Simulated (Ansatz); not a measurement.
Molecule: C2H5S, charge 0, multiplicity 2. SMILES: C([S])C
Coordinates optimised at B3LYP-D3(BJ)/def2-TZVP (Ansatz, a program for electronic structure):
```xyz
8

C      1.5240     0.6464    -0.0053
C      0.0064     0.7586     0.0050
S     -0.8874    -0.8074     0.0002
H     -0.3508     1.3108     0.8809
H     -0.3618     1.3224    -0.8587
H      1.9817     1.6392    -0.0016
H      1.8790     0.1022     0.8702
H      1.8678     0.1140    -0.8925
```
Charge 0, spin multiplicity 2.

Quantity: enthalpy of formation at 298 K, in kcal/mol. Set-up: no dispersion term unless named; non-relativistic; 6-31G* and kin with 6d, 5d where marked; open shells spin-unrestricted; no spin-orbit coupling; frozen cores in correlated levels. Basis-set limits of correlation are two-point, X^-3; Hartree-Fock from the larger set. The bracket is a focal-point correction in the basis named. First-principles rows: single points at B3LYP-D3(BJ) geometries (Ansatz), with unscaled harmonic terms from B3LYP/6-31G* at its own minima, enthalpies of formation by atomisation with measured atoms.

Coupled cluster (Ansatz) is a level with limits of its own, used here on species with T1 under 0.025 (0.045 for open shells) and stable references: RI-MP2/CBS(cc-pV(T+d)Z,cc-pV(Q+d)Z)+[CCSD(T)-MP2]/cc-pV(T+d)Z.

Value to compare with, RI-MP2/CBS(cc-pV(T+d)Z,cc-pV(Q+d)Z)+[CCSD(T)-MP2]/cc-pV(T+d)Z (Ansatz): 24.1 kcal/mol.

```
level               program  enthalpy of formation at 298 K (kcal/mol)  difference
------------------  -------  -----------------------------------------  ----------
HF/STO-3G            Ansatz                                       62.1        38.0
HF/3-21G             Ansatz                                      219.5       195.4
B3LYP/STO-3G         Ansatz                                     -113.7      -137.8
B3LYP/6-31G          Ansatz                                       43.6        19.5
B3LYP/6-31G*         Ansatz                                       26.1         2.0
B3LYP/6-31G**        Ansatz                                       21.7        -2.4
PBE0/6-31G*          Ansatz                                       19.6        -4.5
wB97X-V/def2-TZVPD   Ansatz                                       21.5        -2.6
```

Among the 7 habitual levels, HF/3-21G lies farthest from RI-MP2/CBS(cc-pV(T+d)Z,cc-pV(Q+d)Z)+[CCSD(T)-MP2]/cc-pV(T+d)Z (Ansatz) (195.4 kcal/mol); 4 of 7 lie above it, and their mean absolute difference is 57.1 kcal/mol, the median 19.5. One case shows no general order.

The levels are drawn from those run, B3LYP/6-31G* more often than the rest, none by its result; runs whose electronic state is in doubt are left out.
